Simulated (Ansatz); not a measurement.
System (SMILES): [C-]#[NH+] (C-NH).
Atoms: C1, N2, H3. Bonds: C1-N2, N2-H3.

Basis-set convergence of the lowest harmonic wavenumber at PBE0 with Ansatz (a quantum-chemistry and plane-wave program). Each level at its own minimum, finite differences of forces, unscaled; the reference is a large set that could be run, not a limit. Cartesian d functions, on some or all atoms, in 6-31G*, 6-31+G*; all else is spherical. The program fits the integrals of some runs and decomposes those of others, by size. No added dispersion term, no relativity. Reference: the value in def2-QZVPPD, 489 cm⁻¹, itself unsure by roughly 2 cm⁻¹ (its mean distance from pcseg-3, def2-QZVPP, cc-pVQZ). Deviations are taken from unrounded values.

| basis | functions | lowest harmonic wavenumber (cm⁻¹) |
|---|---|---|
| 6-31G* | 32 | 484 |
| 6-31+G* | 40 | 499 |
| cc-pVDZ | 33 | 488 |
| aug-cc-pVDZ | 55 | 454 |
| def2-SVP | 33 | 568 |
| def2-SVPD | 48 | 465 |
| pcseg-1 | 33 | 516 |
| aug-pcseg-1 | 55 | 439 |
| 6-311G** | 42 | 503 |
| 6-311+G** | 50 | 513 |
| def2-TZVP | 68 | 484 |
| def2-TZVPD | 83 | 491 |
| cc-pVTZ | 74 | 493 |
| aug-cc-pVTZ | 115 | 490 |
| pcseg-2 | 74 | 502 |
| aug-pcseg-2 | 115 | 496 |
| def2-TZVPP | 76 | 491 |
| def2-TZVPPD | 91 | 489 |
| def2-QZVPP | 144 | 492 |
| def2-QZVPPD | 159 | 489 |

What the diffuse functions change, pair by pair:
- 6-31G* to 6-31+G*: 8 more functions, deviation -5 to 9 cm⁻¹
- cc-pVDZ to aug-cc-pVDZ: 22 more functions, deviation -2 to -36 cm⁻¹
- def2-SVP to def2-SVPD: 15 more functions, deviation 78 to -24 cm⁻¹
- pcseg-1 to aug-pcseg-1: 22 more functions, deviation 27 to -51 cm⁻¹
- 6-311G** to 6-311+G**: 8 more functions, deviation 13 to 23 cm⁻¹
- def2-TZVP to def2-TZVPD: 15 more functions, deviation -5 to 2 cm⁻¹
- cc-pVTZ to aug-cc-pVTZ: 41 more functions, deviation 3 to 1 cm⁻¹
- pcseg-2 to aug-pcseg-2: 41 more functions, deviation 13 to 6 cm⁻¹
- def2-TZVPP to def2-TZVPPD: 15 more functions, deviation 2 to -1 cm⁻¹
- def2-QZVPP to def2-QZVPPD: 15 more functions, deviation 2 to 0 cm⁻¹

Leaving out the reference's own pair, they bring the value nearer the reference by more than 2 cm⁻¹ in 4 of 9 pairs.
